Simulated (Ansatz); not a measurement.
Total energies of C4H5F (`CC1C=C1F`).

```xyz
10

C    -0.456   -0.081   -1.207
C     0.464    0.237   -0.054
C    -0.093    0.553    1.357
C     0.506   -0.563    1.168
F     0.907   -1.706    1.666
H     0.043   -0.713   -1.946
H    -1.350   -0.605   -0.859
H    -0.773    0.833   -1.717
H     1.373    0.765   -0.356
H    -0.621    1.279    1.948
```

Total charge 0; spin multiplicity 1. All single points use the PBE0-D4/def2-TZVP geometry. Basis def2-TZVPP, the Gaussian-basis code of Ansatz.

RPA on PBE orbitals: Hartree–Fock energy of these orbitals -253.75709 Eh, correlation -1.42723 Eh (frozen core).

```csv
functional,energy without D4 (Eh),D4 term (kJ/mol)
LDA (SPW92),-253.18824,–
PBE0,-254.98617,-13.2
B3LYP,-255.27493,-25.4
r2SCAN0,-255.10260,-4.5
HSE06 (plane-wave form),-254.97290,-12.2
BHLYP,-255.13045,-17.4
CAM-B3LYP,-255.15697,-13.1
ωB97X-V,-255.19163,–
ωB97M-V,-255.17282,–
B2PLYP,-255.07221,–
```

Give the same for PBE, revPBE, BLYP, r2SCAN, B97M-V, r2SCANh, LC-ωPBE, PBE-QIDH. (Estimate.)

Ansatz gave: 
| functional | energy without D4 (Eh) | D4 term (kJ/mol) |
| --- | --- | --- |
| PBE | -254.97092 | -15.9 |
| revPBE | -255.19703 | -55.9 |
| BLYP | -255.19037 | -35.9 |
| r2SCAN | -255.13276 | -4.0 |
| B97M-V | -255.24077 | – |
| r2SCANh | -255.12025 | -4.1 |
| LC-ωPBE | -255.11106 | – |
| PBE-QIDH | -254.94558 | – |

B3LYP takes the VWN-RPA correlation (the form of Gaussian; ORCA's B3LYP/G). HSE06 is the plane-wave form, built on full-range PBE exchange. The double hybrids freeze the cores in their second-order part.

LC-ωPBE has ω = 0.4 bohr⁻¹.
